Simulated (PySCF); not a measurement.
# AlSi: bond curves at several levels of theory

One job finds the state of AlSi, follows it along the bond with each method and fits the curves.

Computed with PySCF 2.14.0. Level: Al aug-pcseg-1, Si aug-pcseg-1, no relativity.

### 1 Set-up

A driver script around PySCF takes these settings:

```
atoms                         : Al, Si
charge                        : 0
basis                         : Al aug-pcseg-1, Si aug-pcseg-1
Hamiltonian                   : no relativity
basis functions               : 54
electrons treated             : 27
masses in u                   : 26.9815, 27.9769
levels                        : PBE0, PBE, r²SCAN, B97-3, revPBE, B3LYP, HF, MP2, SCS-MP2, CCSD, CCSD(T)
grid                          : 80 radial by 434 angular points
occupations                   : held fixed by the projection of orbital angular momentum
dissociation limit            : Al + Si, each in its ground configuration
starting distance in angstrom : 2.310
values of 2S to try           : 1, 3
```

On the command line:

```bash
$ OMP_NUM_THREADS=1 python dia.py task.json out
```

Further steps of the session: The PBE0 curve of the state that the search chose; Excited determinants; PBE (GGA); r²SCAN (meta-GGA); B97-3 (global hybrid GGA); revPBE; B3LYP; UHF; MP2 and coupled cluster.

Before running it: what results should come out? Wanted: for each run, Re; ωe; De; μ.

The runs gave:

Lowest PBE0 solution found, without spin–orbit coupling: ⁴Σ⁻ (quartet), unpaired electrons σ ↑, π ↑↑. State 2 has its PBE0 minimum 0.25 eV higher, as a spin-mixed determinant (⟨S²⟩ = 1.78), so this is no gap between pure states. State 3 has its PBE0 minimum 0.36 eV higher, as a spin-mixed determinant (⟨S²⟩ = 1.77), so this is no gap between pure states. State 4 has its PBE0 minimum 1.06 eV higher. The other levels ran on the lowest alone.

```csv
level,Re (Å),ωe (cm⁻¹),De (eV),μ (D)
UHF,2.490,336,1.61,-1.95
UHF-MP2,2.428,374,2.25,n/a
UHF-SCS-MP2,2.429,372,2.06,n/a
UHF-CCSD,2.444,368,2.13,n/a
UHF-CCSD(T),2.440,371,2.24,n/a
PBE,2.442,364,2.71,-1.24
revPBE,2.452,359,2.58,-1.27
r²SCAN,2.423,377,2.71,-1.39
B3LYP,2.443,359,2.34,-1.41
PBE0,2.424,375,2.58,-1.42
B97-3,2.432,370,2.48,-1.46
```

De is counted to Al + Si in their ground configurations. A positive dipole means Al(−)Si(+).

Differences from CCSD(T) in the same basis:

```csv
level,Re (mÅ),ωe (%)
UHF,+50,-9.4
UHF-MP2,-13,+0.7
UHF-SCS-MP2,-11,+0.3
UHF-CCSD,+4,-0.8
PBE,+1,-1.8
revPBE,+11,-3.1
r²SCAN,-17,+1.6
B3LYP,+3,-3.3
PBE0,-16,+1.0
B97-3,-8,-0.3
```

Judged by CCSD(T) in the same basis: best bond length PBE (+1 mÅ), worst UHF (+50 mÅ); best wavenumber UHF-SCS-MP2 and B97-3 (0.3 % off), worst UHF (-9.4 %). CCSD(T) in a basis this small is itself some way from its limit, more so than the functionals. Among the levels with a De in the table, it runs from 1.61 eV (UHF) to 2.71 eV (PBE).

Correlated steps freeze 10 core orbitals.
